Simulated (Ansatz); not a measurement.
**Active spaces for CH3N, singlet**

Program: Ansatz, Gaussian basis, development build; CASPT2, NEVPT3, NEVPT4(SD) by development code. Basis aug-cc-pVDZ, nonrelativistic, 2 orbitals frozen in the corrections. State-specific CASSCF; RHF is the lowest restricted (open-shell) Hartree–Fock solution met. No symmetry is imposed, so a solution can break that of the shape. No proof that the lowest CASSCF solution was found.

Geometry:

```xyz
5

C     0.0000    0.0281    0.5921
N     0.0000   -0.1536   -0.6758
H     0.0000    1.0006    1.0943
H     0.0000   -0.8470    1.2401
H     0.0000    0.7531   -1.1566
```

What do CASSCF and its corrections give against RHF in CAS(4,3), and what are the occupations?

CASSCF -0.939 eV, SC-NEVPT2 -8.592 eV, FIC-NEVPT2 -8.600 eV, NEVPT3 -9.148 eV, NEVPT4(SD) -9.426 eV, CASPT2 (IPEA 0) -8.647 eV; occupations 2.00, 1.91, 0.09. The MRCI reference weight is 0.913.

How do single-reference totals in the same basis and frozen core stand against SC-NEVPT2 in CAS(4,3)?

CCSD(T) -0.952 eV. Coupled cluster stands on the determinant that it favours, which can lie over the RHF solution above, and is in doubt where the occupations are far from 0, 1 and 2.

Roughly how much CPU time does a whole run from the default start take (median of such runs, summed over threads; nearly all runs on one pinned thread of a shared server, mostly Xeon at 2.3 to 2.6 GHz, by a development driver)?

CAS(4,3): about 2.9 s. Other jobs ran beside these, and the count of passes differs.
